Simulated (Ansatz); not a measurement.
# BSiH₂+ (triplet): wave-function methods side by side, cc-pVTZ

One table from this session's results is given with a row withheld; the runs are named, their logs left out.

Method: cc-pVTZ, core rule «outside noble gas», up to 6 orbitals frozen; program: Ansatz 0.2.0, Gaussian basis.

Plan: UHF; CCSD(T) on ROHF; CCSD(T) on UHF; BCCD(T) on ROHF; CCSDT(Q) on ROHF; CCSDT(Q) on UHF; CASSCF and MRCISD+Q, 8 electrons in 10 orbitals; CASSCF and NEVPT4(SD), 8 electrons in 10 orbitals; CASSCF and NEVPT2, 8 electrons in 10 orbitals.

5 further runs of the same task are left out: 5 set aside as unsound or not needed.

## The system

The geometry is a PBE0/def2-TZVP stationary point (not a proven minimum) of the parent state, kept for this charge and spin.

4 atoms, charge 1, spin multiplicity 3.

Atoms are counted from 1 here; the program's logs count them from 0.

Bond lengths: Si1–B2 1.993 Å, B2–H3 1.191 Å, B2–H4 1.191 Å. Angles: Si1–B2–H3 115.4°, Si1–B2–H4 115.4°, H3–B2–H4 129.2°.

The first run:

File in.yaml:

```yaml
crystal:
  periodic: [false, false, false]
  atoms:
    - {symbol: Si, position_ang: [0.000000, 0.000000, 0.649966]}
    - {symbol: B, position_ang: [0.000000, 0.000000, -1.342837]}
    - {symbol: H, position_ang: [0.000000, -1.075954, -1.853888]}
    - {symbol: H, position_ang: [0.000000, 1.075954, -1.853888]}
basis:
  gaussian: {orbitals: cc-pVTZ}
total_charge: 1
magnetization: {spin_polarized: true, initial_magnetization: 2}
hamiltonian: {xc: hf}
output: {orbitals: {seedname: orbitals}}
```

Launch:

```sh
$ ansatz run in.yaml --threads 1 --pin off --events-out ev --progress --plain --max-ram 2816MiB --backend cpu
```

Among the steps run: UHF; CCSD(T) on ROHF; CCSD(T) on UHF; BCCD(T) on ROHF; CCSDT(Q) on ROHF; CCSDT(Q) on UHF; CASSCF and MRCISD+Q, 8 electrons in 10 orbitals; CASSCF and NEVPT4(SD), 8 electrons in 10 orbitals; CASSCF and NEVPT2, 8 electrons in 10 orbitals.

One of the session's tables, all rows but one given; the rest of the session is left out.

It belongs to the step «Misses and costs». 

```
            method  from UCCSDT(Q) (meV)
              ROHF               +5269.6
               UHF               +5132.0
              RMP2               +1115.6
              UMP2               +1127.7
             RCCSD                +256.1
             UCCSD                +247.2
          RCCSD(T)                 +54.7
          UCCSD(T)                 +53.4
           BCCD(T)                 +51.0
            RCCSDT                 +11.7
            UCCSDT                  +9.6
         RCCSDT(Q)                  +2.2
         UCCSDT(Q)                     0
    CASSCF valence               +3154.0
    NEVPT2 valence                +812.6
NEVPT4(SD) valence                +128.4
    MRCISD valence                +204.2
  MRCISD+Q valence                     ?
```

Estimate the missing values for MRCISD+Q valence.

**Answer.** from UCCSDT(Q) (meV): +35.5. In the column «from UCCSDT(Q) (meV)» it lies between RCCSDT (+11.7) and BCCD(T) (+51.0).

Limits of these values: Restricted and unrestricted rows rest on different reference determinants; where their highest levels disagree by more than a few hundredths of an eV, they describe different states and don't form one ladder.
